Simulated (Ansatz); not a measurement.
System: CH$_{3}$S (charge -1, singlet). SMILES of the parent species: C[S]
Structure (B3LYP-D3(BJ)/def2-TZVP (Ansatz, a first-principles code) minimum search):
```
C
H 1 1.0994
H 1 1.0994 2 106.54
H 1 1.0994 2 106.54 3 113.46
S 1 1.8337 2 112.26 4 123.27
```
Charge -1, spin multiplicity 1.

Parts of the frozen-core correlation energy in STO-3G (Ansatz, hartree). Frozen orbitals: 6; correlated occupied orbitals by spin: 7 and 7; virtual: 4 and 4. Spin-orbit coupling is left out. Non-relativistic.

```tsv
term	value
reference (HF)	-432.10430
MP2 opposite-spin	-0.05989
MP2 same-spin	-0.00604
CCSD correlation	-0.08833
(T)	-0.00051
FCI minus CCSD(T)	-0.00022
T1 diagnostic	0.006
largest doubles amplitude	0.098
```
